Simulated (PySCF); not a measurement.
C₃H₅FS.
SMILES with atom numbers: `[CH3:1][C:2](=[S:3])[CH2:4][F:5]`

The calculation used PySCF, delta-SCF UKS SCAN, pcX-2 on the ionised atom, pcseg-1 elsewhere, spin-free X2C. Vertical ΔSCF values, vacuum level as zero.

Some binding energies are withheld.

```csv
atom(s),bonded to,level,binding energy (eV)
C1,C and 3 H,C 1s,?
C4,"F, C and 2 H",C 1s,293.60
F5,C,F 1s,692.90
S3,C (double bond),S 1s,?
```

Task: What is the C 1s binding energy of C1?

Result: 291.33 eV (methyl carbon). The other listed C 1s value is that of C4; the shift against it is -2.27 eV.

Task: Fill in S 1s for S3.

Result: 2476.56 eV (thiocarbonyl sulfur).

The listed C 1s values span 2.27 eV, from C1 (bonded to C and 3 H) to C4 (bonded to F, C and 2 H). Summing the Pauling electronegativity differences to the bonded atoms, each weighted by its formal bond order, gives -1.05 for the lowest site and +0.73 for the highest.

Task: Which effective nuclear charge Zeff reproduces each element's mean 1s value in the hydrogen-like formula E = 13.606 eV × Zeff²?

Result: C (Z = 6): mean 292.5 eV, Zeff = 4.64, Z − Zeff = 1.36; F (Z = 9): mean 692.9 eV, Zeff = 7.14, Z − Zeff = 1.86; S (Z = 16): mean 2476.6 eV, Zeff = 13.49, Z − Zeff = 2.51. Means run over the listed sites, weighted by atom count.

The list is incomplete; no value stands for C 1s of C2 (hole states with ⟨S²⟩ of 1 or more are left out). One conformer (not necessarily the lowest) at the PBE0-D3(BJ)/def2-SVP geometry, without solvent, vibrations or thermal averaging.

The values belong to the conformer `[CH3:1][C:2](=[S:3])[CH2:4][F:5]`: C1–C2–C4–F5 -1°.
